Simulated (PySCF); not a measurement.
Method: PySCF energies plus ideal-gas RRHO corrections (1 bar). The comparison is the NASA 1993 polynomial table, which mixes measured and estimated data. All species are closed-shell singlets. The harmonic model lacks anharmonicity and excited electronic states, which grow with temperature; levels with a mode under 35 cm⁻¹ are left out.

Harmonic frequencies at PBE0/def2-TZVP (cm⁻¹): 252, 252, 458, 476, 976, 976. Point group D3h; S°(298 K) = 289.6 J/mol/K at this level.

Task: Work out Cp and S° of gaseous BCl3 at 500, 800, 1200, 1600, 2000 K from these, and set them beside the table.

Result: 
```
T (K)  Cp PBE0/def2-TZVP  Cp table  S° PBE0/def2-TZVP  S° table
-----  -----------------  --------  -----------------  --------
500                 72.5      72.4              324.6     325.1
800                 78.2      78.2              360.1     360.7
1200                80.8      80.6              392.4     392.9
1600                81.8      81.8              415.8     416.3
2000                82.3      82.3              434.1     434.6
```
Units J/mol/K.
